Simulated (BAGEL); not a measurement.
# CO (carbon monoxide): levels of theory compared

Wanted: a comparison of 4 runs (HF/STO-3G, HF/3-21G, HF/aug-cc-pVTZ, FCI/STO-3G) of CO (carbon monoxide). 

Program for the calculation: BAGEL 1.2.2.

4 further runs of the same task are left out: 4 set aside as unsound or not needed. Runs told in other sessions of the task aren't counted.

### 1 Starting point

CO: 2 atoms, total charge 0, spin state singlet. As SMILES, `[C-]#[O+]`. The C1–O2 distance was set to 2.022 Å, away from the relaxed value.

Bond lengths: C1–O2 2.022 Å.

### 2 A single-point energy at HF/STO-3G (density fitting with qzvpp-jkfit) (run 1)

File calc.json:

```json
{ "bagel": [

{
  "title": "molecule",
  "basis": "sto-3g",
  "df_basis": "qzvpp-jkfit",
  "angstrom": true,
  "geometry": [
    { "atom": "C", "xyz": [    1.247744,   -0.403261,    0.642722 ] },
    { "atom": "O", "xyz": [   -0.479900,    0.155100,   -0.247200 ] }
  ]
},
{
  "title": "hf"
},
{
  "title": "print",
  "file": "orbitals.molden",
  "orbitals": true
}

]}
```

Launch:

```console
$ BAGEL_NUM_THREADS=1 BAGEL calc.json > calc.out
```

Standard output:

```text
* using 1 threads per process

  ===============================================================
  ===============================================================

  *** Geometry ***

  { "atom" : "C", "xyz" : [      2.357894,     -0.762053,      1.214569 ] },
  { "atom" : "O", "xyz" : [     -0.906880,      0.293097,     -0.467140 ] },

  Number of auxiliary basis functions:      152

  Since a DF basis is specified, we compute 2- and 3-index integrals:
    o Being stored without compression. Storage requirement is 0.000 GB

  Number of basis functions:       10
  Number of electrons      :       14

    * METHOD: MOLECULE                             0.05

  *** RHF ***

  === Nuclear Repulsion ===
    12.5620734121

      * DIIS with orbital gradients will be used.

  === RHF iteration (sto-3g) ===
      0       -109.83893468          0.13239599           0.00
      1       -104.14105692          0.24838094           0.00
      2       -109.87942166          0.13401577           0.00
      3       -109.88082457          0.13406314           0.00
      4       -109.74288374          0.12829487           0.00
      5       -109.65765901          0.12192052           0.00
      6       -109.96658115          0.13298691           0.00
      7       -110.66902011          0.07224676           0.00
      8       -110.68589657          0.05912224           0.00
      9       -110.78169208          0.01633638           0.00
     10       -110.80429020          0.00558147           0.00
     11       -110.80762623          0.00053417           0.00
     12       -110.80765233          0.00004415           0.00
     13       -110.80765233          0.00004469           0.00
     14       -110.80765242          0.00001035           0.00
     15       -110.80765243          0.00000073           0.00
     16       -110.80765243          0.00000001           0.00
     17       -110.80765243          0.00000000           0.00
    * SCF iteration converged.

    * Permanent dipole moment:
           (   -0.577386,     0.186607,    -0.297416) a.u.

    * METHOD: HF                                   0.10

    * METHOD: PRINT                                0.00

  ===============================================================
```

It took 0.78 s on 1 thread of AMD EPYC, shared host; peak memory 0.14 GiB.

### 3 The energy at HF/3-21G (density fitting with qzvpp-jkfit) (run 2)

File input.json:

```json
{ "bagel": [

{
  "title": "molecule",
  "basis": "3-21g",
  "df_basis": "qzvpp-jkfit",
  "angstrom": "true",
  "geometry": [
    { "atom": "C", "xyz": [       1.247744,      -0.403261,       0.642722 ] },
    { "atom": "O", "xyz": [      -0.479900,       0.155100,      -0.247200 ] }
  ]
},

{ "title": "hf" },

{ "title": "print", "file": "orbitals.molden", "orbitals": "true" }

]}
```

Launch:

```console
$ BAGEL_NUM_THREADS=1 BAGEL input.json > input.out
```

Standard output:

```text
* using 1 threads per process

  ===============================================================
  ===============================================================

  *** Geometry ***

  { "atom" : "C", "xyz" : [      2.357894,     -0.762053,      1.214569 ] },
  { "atom" : "O", "xyz" : [     -0.906880,      0.293097,     -0.467140 ] },

  Number of auxiliary basis functions:      152

  Since a DF basis is specified, we compute 2- and 3-index integrals:
    o Being stored without compression. Storage requirement is 0.000 GB

  Number of basis functions:       18
  Number of electrons      :       14

    * METHOD: MOLECULE                             0.06

  *** RHF ***

  === Nuclear Repulsion ===
    12.5620734121

      * DIIS with orbital gradients will be used.

  === RHF iteration (3-21g) ===
      0       -110.95107841          0.12395427           0.00
      1       -105.08908816          0.30036583           0.00
      2       -111.39968430          0.08785130           0.00
      3       -111.35881133          0.10306272           0.00
      4       -111.34885978          0.10457698           0.00
      5       -111.35023331          0.10428811           0.00
      6       -111.58109694          0.06392131           0.00
      7       -111.71846961          0.00890896           0.00
      8       -111.72223295          0.00292130           0.00
      9       -111.72252559          0.00194448           0.00
     10       -111.72328831          0.00040865           0.00
     11       -111.72330462          0.00006004           0.00
     12       -111.72330480          0.00000458           0.00
     13       -111.72330480          0.00000069           0.00
     14       -111.72330480          0.00000016           0.00
     15       -111.72330480          0.00000001           0.00
    * SCF iteration converged.

    * Permanent dipole moment:
           (   -0.750482,     0.242550,    -0.386579) a.u.

    * METHOD: HF                                   0.17

    * METHOD: PRINT                                0.00

  ===============================================================
```

Wall time 0.85 s (1 thread of AMD EPYC, shared host); peak memory 0.14 GiB.

### 4 The energy at HF/aug-cc-pVTZ (density fitting with qzvpp-jkfit) (run 3)

File job.json:

```json
{ "bagel": [

{
  "title": "molecule",
  "basis": "aug-cc-pvtz.json",
  "df_basis": "qzvpp-jkfit",
  "angstrom": true,
  "geometry": [
    { "atom": "C", "xyz": [    1.247744,   -0.403261,    0.642722 ] },
    { "atom": "O", "xyz": [   -0.479900,    0.155100,   -0.247200 ] }
  ]
},
{
  "title": "hf"
},
{
  "title": "print",
  "file": "orbitals.molden",
  "orbitals": true
}

]}
```

The basis set aug-cc-pVTZ is read from a file made from the Basis Set Exchange's data (not shown).

Launch:

```console
$ BAGEL_NUM_THREADS=1 BAGEL job.json > job.out
```

Standard output:

```text
* using 1 threads per process

  ===============================================================
  ===============================================================

  *** Geometry ***

  { "atom" : "C", "xyz" : [      2.357894,     -0.762053,      1.214569 ] },
  { "atom" : "O", "xyz" : [     -0.906880,      0.293097,     -0.467140 ] },

  Number of auxiliary basis functions:      152

  Since a DF basis is specified, we compute 2- and 3-index integrals:
    o Being stored without compression. Storage requirement is 0.010 GB

  Number of basis functions:       92
  Number of electrons      :       14

    * METHOD: MOLECULE                             0.12

  *** RHF ***

  === Nuclear Repulsion ===
    12.5620734121

      * DIIS with orbital gradients will be used.

  === RHF iteration (aug-cc-pvtz.json) ===
      0       -111.55630059          0.04081936           0.02
      1       -105.27959325          0.10101892           0.02
      2       -112.09814435          0.02485058           0.02
      3       -112.09586179          0.02705866           0.04
      4       -112.10296792          0.02709092           0.03
      5       -112.11135546          0.02669385           0.02
      6       -112.29608466          0.01336625           0.03
      7       -112.35992500          0.00160788           0.03
      8       -112.36106908          0.00040174           0.02
      9       -112.36115592          0.00021227           0.02
     10       -112.36120755          0.00010464           0.03
     11       -112.36122218          0.00002006           0.03
     12       -112.36122267          0.00000397           0.03
     13       -112.36122268          0.00000131           0.02
     14       -112.36122268          0.00000043           0.03
     15       -112.36122268          0.00000012           0.03
     16       -112.36122268          0.00000002           0.02
     17       -112.36122268          0.00000001           0.02
    * SCF iteration converged.

    * Permanent dipole moment:
           (   -0.990834,     0.320230,    -0.510386) a.u.

    * METHOD: HF                                   0.65

    * METHOD: PRINT                                0.08

  ===============================================================
```

Wall time 1.3 s (1 thread of AMD EPYC, shared host); peak memory 0.14 GiB.

### 5 The energy at FCI/STO-3G (density fitting with qzvpp-jkfit) (run 4)

File job.json:

```json
{ "bagel" : [

{
  "title" : "molecule",
  "basis" : "sto-3g",
  "df_basis" : "qzvpp-jkfit",
  "angstrom" : true,
  "geometry" : [
    { "atom" : "C", "xyz" : [    1.247744,   -0.403261,    0.642722 ] },
    { "atom" : "O", "xyz" : [   -0.479900,    0.155100,   -0.247200 ] }
  ]
},
{ "title" : "hf" },
{ "title" : "fci", "nstate" : 1, "ncore" : 2 }

]}
```

Launch:

```console
$ BAGEL_NUM_THREADS=1 BAGEL job.json > job.out
```

Standard output:

```text
* using 1 threads per process

  ===============================================================
  ===============================================================

  *** Geometry ***

  { "atom" : "C", "xyz" : [      2.357894,     -0.762053,      1.214569 ] },
  { "atom" : "O", "xyz" : [     -0.906880,      0.293097,     -0.467140 ] },

  Number of auxiliary basis functions:      152

  Since a DF basis is specified, we compute 2- and 3-index integrals:
    o Being stored without compression. Storage requirement is 0.000 GB

  Number of basis functions:       10
  Number of electrons      :       14

    * METHOD: MOLECULE                             0.07

  *** RHF ***

  === Nuclear Repulsion ===
    12.5620734121

      * DIIS with orbital gradients will be used.

[... 6 lines left out ...]
    * SCF iteration converged.
[... 1 line left out ...]
    * Permanent dipole moment:
[... 126 lines left out ...]
     * ci vector, state   0, <S^2> = 0.0000
[... 5 lines left out ...]
       222b2.a.     0.2312184344
       222a2.b.     0.2312184344
       22b22a..     0.2312184319
       22a22b..     0.2312184319
       22bb.aa2    -0.1905309352
       22aa.bb2    -0.1905309352
       222bb.aa     0.1758726107
       222aa.bb     0.1758726107
       22b2ba.a     0.1758726089
       22a2ab.b     0.1758726089
       2222a..b    -0.1430008991
       2222b..a    -0.1430008991
       22ab.ba2     0.1096643805
       22ba.ab2     0.1096643805
       22bbaaab     0.1084078405
       22aabbba     0.1084078405
       22bbbaaa     0.0995106389
       22aaabbb     0.0995106389
       222ab.ab    -0.0845719973
       222ba.ba    -0.0845719973
       22b2ab.a    -0.0845719964
       22a2ba.b    -0.0845719964
       22ab.ab2    -0.0808665548
       22ba.ba2    -0.0808665548
       22b2a.ab    -0.0633048129
       22a2b.ba    -0.0633048129
       222baa.b     0.0633048019
       222abb.a     0.0633048019
       22babbaa    -0.0579674937
       22abaabb    -0.0579674937
       22baabab    -0.0579674936
       22abbaba    -0.0579674936
       22b22.a.     0.0562009709
       22a22.b.     0.0562009709
       222b2a..    -0.0562009599
       222a2b..    -0.0562009599

    * METHOD: FCI                                  0.50

  ===============================================================
```

Run time: 1.3 s. Hardware: 1 thread of AMD EPYC, shared host; peak memory 0.14 GiB.

### 6 Overview of the runs

| run | level | number of roots | frozen core orbitals | energy (Eh) | dipole moment (D) | HOMO energy (eV) | LUMO energy (eV) | wall time |
| --- | --- | --- | --- | --- | --- | --- | --- | --- |
| 1 | HF/STO-3G (density fitting with qzvpp-jkfit) | – | – | -110.807652 | 1.72 | -8.07 | 5.20 | 0.78 s |
| 2 | HF/3-21G (density fitting with qzvpp-jkfit) | – | – | -111.723305 | 2.23 | -11.34 | 0.28 | 0.85 s |
| 3 | HF/aug-cc-pVTZ (density fitting with qzvpp-jkfit) | – | – | -112.361223 | 2.95 | -12.01 | -0.64 | 1.3 s |
| 4 | FCI/STO-3G (density fitting with qzvpp-jkfit) | 1 | 2 | -111.084787 | – | – | – | 1.3 s |

### 7 Summary of results

| quantity | value |
| --- | --- |
| run 4: total energy | -111.08479 Eh |

In words: Against full CI in this basis: HF +277.1 mEh. Over runs 1, 2, 3 the dipole moment (its size) runs from 1.72 D (HF/STO-3G) to 2.95 D (HF/aug-cc-pVTZ). Over runs 1, 2, 3 the HOMO–LUMO gap runs from 11.37 eV (HF/aug-cc-pVTZ) to 13.27 eV (HF/STO-3G). In runs 1, 4 the basis is minimal, so the values are rough. In runs 1, 2, 3 a closed-shell determinant meets a far-stretched bond; if it breaks into open shells, such a determinant describes it badly, and no broken-symmetry solution was shown. All runs together took 4.3 s, the longest 1.3 s.
